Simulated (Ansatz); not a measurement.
# bcc Ta

Computed with r²SCAN (Ansatz, a program for electronic structure, PAW).

Numerical settings: plane-wave cutoff 500 eV, 20×20×1 k mesh (along the axes of the cell as run), Fermi–Dirac smearing 0.1 eV, scalar-relativistic PAW data made under PBE.

Cell: relaxed at this level.

| Property | Value |
|---|---|
| surface energy of the (110) face | 2.58 J/m² |
| work function of the (110) face | 4.83 eV |

The slab of 6 atoms is relaxed and unreconstructed.

Spin–orbit coupling is not included.

Computed values are for the static lattice.
